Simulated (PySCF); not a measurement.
# O: ionisation energy

O [He] 2s2 2p4 (3P) → O⁺ [He] 2s2 2p3 (4S), as a difference of total energies. Computed with PySCF 2.14 in x2c-TZVPPall (5s3p2d1f, 31 functions), with the spin-free X2C one-electron Hamiltonian (Gaussian nucleus). Correlated levels: valence: 1s2 frozen. The calculations carry no spin-orbit coupling.

```csv
method,ionisation energy (eV)
UHF,12.007
MP2 (valence),13.249
SCS-MP2 (valence),13.344
CCSD (valence),13.285
CCSD(T) (valence),13.320
CCSDT (valence),13.323
```

Problem. How much does correlation contribute at CCSD(T) (valence)?

Solution. 13.320 − (12.007) = 1.313 eV, measured against UHF.

Errors of the correlated levels include the incompleteness of this basis and the frozen core.

For comparison: 13.608 eV (measured; NIST levels, between the centres of gravity of the two terms).
